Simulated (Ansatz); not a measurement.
# Which method gave which barrier?

Saddle point of SiH4ClF, singlet (SiH₂ClF ([F][SiH2][Cl]) + H₂ → SiH₃Cl ([SiH3][Cl]) + HF; bonds formed: Si1–H7, F2–H6; bonds broken: Si1–F2, H6–H7), PBE0-D4/def2-TZVP structure:

```
7
angstrom
Si -0.2627 -0.2564 -0.2330
F 0.3988 0.3497 1.4761
H -0.2648 -0.3173 -1.7194
H -0.1357 -1.6444 0.2437
Cl -2.0396 0.7046 0.0936
H 1.0977 0.6111 0.5632
H 1.2061 0.5527 -0.4242
```

Program: Ansatz 0.2.0. Basis: def2-TZVPP, with def2-QZVPP for the basis limit. Cores are frozen in the correlated methods. Extrapolation: Hartree–Fock as exp(−7.88 √X), correlation as X^−2.97. Four methods, as single points on the PBE0-D4 structures, gave these electronic barriers from the start structure: 44.02, 57.29, 63.80, 79.74 kcal/mol.

(1) The methods were, in alphabetical order, CCSD(T), HF, PBE0-D4, SPW92. Which gave which? (Judge from chemistry; the calculation decides.)

The T1 diagnostic stays at or below 0.012.

Answers

(1) Computed: SPW92 44.02; PBE0-D4 57.29; CCSD(T) 63.80; HF 79.74 kcal/mol. For comparison, CCSD(T) at an estimated basis limit (MP2 extrapolated from triple and quadruple zeta, plus CCSD(T) − MP2 in triple zeta) gives 63.64 kcal/mol.

Labels in which every atom is bracketed show which atoms are joined, not bond orders.

For scale, one of the runs: CCSD(T)/def2-TZVPP, 171 basis functions, launched by `ansatz run in.yaml --threads 2 --pin off --events-out ev --progress --plain --max-ram 4352MiB`. The run took 27 s on 2 CPU threads of an Arm Neoverse V1 (shared host), with 1.4 GiB of host memory at its peak.
